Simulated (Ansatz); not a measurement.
# C2H3F2O: the cost of one run

Program: Ansatz 0.2.0. Level of theory: the levels named in each step. These are calculated values, not measurements.

### Step 1. The system as given

Bond lengths: O1–C2 1.302 Å, C2–C3 1.562 Å, C3–F4 1.348 Å, C3–F5 1.352 Å, C2–H6 1.118 Å, C2–H7 1.118 Å, C3–H8 1.099 Å. Angles: O1–C2–C3 114.9°, O1–C2–H6 111.9°, O1–C2–H7 111.7°, C3–C2–H6 107.3°, C3–C2–H7 106.6°, H6–C2–H7 103.6°, C2–C3–F4 110.3°, C2–C3–F5 109.9°, C2–C3–H8 112.0°, F4–C3–F5 106.4°, F4–C3–H8 108.9°, F5–C3–H8 109.1°.

As a file:

```xyz
8

O    -1.5151    1.3823   -0.0051
C    -1.0814    0.1593   -0.1132
C     0.4732    0.0123   -0.1434
F     0.9452   -0.2132    1.0986
F     0.8194   -1.0635   -0.8854
H    -1.4607   -0.4928    0.7114
H    -1.4668   -0.3355   -1.0387
H     0.9638    0.9059   -0.5541
```

### Step 2. A rough first relaxation, PBE-D4/def2-SVP

This run stands in another session on the same molecule. It ended at:

```xyz
8

O    -1.5182    1.3556    0.2437
C    -1.0517    0.1461   -0.1042
C     0.4748    0.0019   -0.1473
F     0.9676    0.0403    1.1232
F     0.7927   -1.2119   -0.6959
H    -1.4864   -0.6871    0.5220
H    -1.4586   -0.1031   -1.1299
H     0.9573    0.8130   -0.7415
```

### Step 3. Relaxation, r2SCAN-D4/def2-TZVPP

input.yaml reads:

```yaml
crystal:
  periodic: [false, false, false]
  atoms:
    - { symbol: O, position_ang: [-1.51815949, 1.35560646, 0.24369446] }
    - { symbol: C, position_ang: [-1.05170615, 0.14607425, -0.10415714] }
    - { symbol: C, position_ang: [0.47480959, 0.00186476, -0.14727323] }
    - { symbol: F, position_ang: [0.9676369, 0.04025851, 1.12320707] }
    - { symbol: F, position_ang: [0.79274656, -1.2118595, -0.69585892] }
    - { symbol: H, position_ang: [-1.48642095, -0.68708203, 0.52197275] }
    - { symbol: H, position_ang: [-1.45858779, -0.10306309, -1.12993057] }
    - { symbol: H, position_ang: [0.95733133, 0.81301065, -0.74147441] }
magnetization:
  spin_polarized: true
  initial_magnetization: 1
basis:
  gaussian: { orbitals: def2-TZVPP }
hamiltonian:
  xc: r2scan
  dispersion: d4
relax:
  f_tol: 0.002
  max_steps: 150
```

Launch:

```bash
ansatz run input.yaml --threads 4 --pin off --max-ram 10240MiB --backend cpu --events-out ev --progress --plain --runs-dir out
```

**Question.** How long does this run take on 4 threads of Intel Xeon at 2.50GHz (Skylake/Cascade Lake), shared host, and how much memory does it need?

About 2.5 min, with a peak of 0.53 GiB.
